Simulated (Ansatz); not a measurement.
The parent structure is InSb in the zinc blende structure (space group F-43m, No. 216).

```
CELL_PARAMETERS angstrom
      0.00000     3.31778     3.31778
      3.31778     0.00000     3.31778
      3.31778     3.31778     0.00000
ATOMIC_POSITIONS crystal
  Sb 0.75000 0.75000 0.75000
  In 0.00000 0.00000 0.00000
```

Levels (all Ansatz, a first-principles code, PAW): PBE (420 eV, no spin-orbit coupling); PBEsol (420 eV, no spin-orbit coupling).

Levels that relaxed their own cell: PBE and PBEsol.

| level | lattice parameter a |
|---|---|
| PBE | 6.636 Å |
| PBEsol | 6.519 Å |

Measured: lattice parameter a 6.468 Å (static lattice; corrected from measurement; as listed in Daniel Mejia-Rodriguez, S. B. Trickey, Phys. Rev. B (2018)).

Computed minus measured — lattice parameter a: PBE +2.6 %, PBEsol +0.8 % (closest: PBEsol).

Whether these cells are dynamically stable was not tested. All final runs are without spin polarisation.
